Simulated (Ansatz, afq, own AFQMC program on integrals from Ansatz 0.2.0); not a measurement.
## SiI$_{2}$F, doublet in def2-SVP, levels against AFQMC with the constraint released

```
atom    x (Å)    y (Å)    z (Å)
   F  -0.6723  -0.0143   1.6227
  Si  -0.0522  -0.0152   0.1236
   I   1.6988  -1.7277   0.0482
   I   0.7887   2.2412  -0.3305
```

Connectivity, by distances: F–Si(–I)–I.

Basis def2-SVP with its core potentials. Noble-gas cores (and the filled d shells of Ga–Kr and In–Xe) are frozen. Integrals, coupled cluster, full CI and functionals: Ansatz 0.2.0; the random walks run on the same integrals in our own AFQMC program. The CISD trial takes its coefficients from CCSD amplitudes. Released means that phaseless walkers are propagated on without the constraint, phases kept. Error bars are statistical, one sigma. No spin–orbit coupling.

Determinant: UHF, the one that the program's search chose, which needn't be the lowest solution. The geometry is a PBE0/def2-SVP stationary point of this or a neighbouring charge and spin state.

No full CI on the walks' own integrals is used here. The released AFQMC energy serves as the reference, which it does only where one determinant dominates, the energy is flat over the last release times and near the phaseless one (40 meV or 2 meV an electron, half that with transition metals). On small molecules, where full CI could be run and the noise was under 10 meV, such values lay within 10 meV of it in 19 cases of 20, a flattering rate, since the rule was set on those same cases; what remains of the bias isn't in the error bar.

Cautions: no spin-orbit coupling; inner d shell frozen; the released value is read at 0.90 1/Eh (meV from the phaseless value at times in 1/Eh: -3 ± 8 at 0.21, -4 ± 9 at 0.42, 3 ± 7 at 0.63, 3 ± 7 at 0.90).

The T1 diagnostic is 0.0157. The weight of the determinant in the CISD state is 0.819. The ⟨S²⟩ of the determinant is 0.762 and the size of the correlated space is 25 electrons in 60 orbitals.

Reference: AFQMC with the constraint released, correlation energy -13.297 ± 0.007 eV.

```tsv
level	E − E(reference) (kcal/mol)	share of correlation (%)
HF	306.64 ± 0.16	0.00
MP2	23.82 ± 0.16	92.23
CCSD	8.39 ± 0.16	97.26
CCSD(T)	1.29 ± 0.16	99.58
ph-AFQMC/CISD	-0.07 ± 0.23	100.02
```

Released energies are given only where the last usable release times agree within the noise; a slower fall can still hide under it.
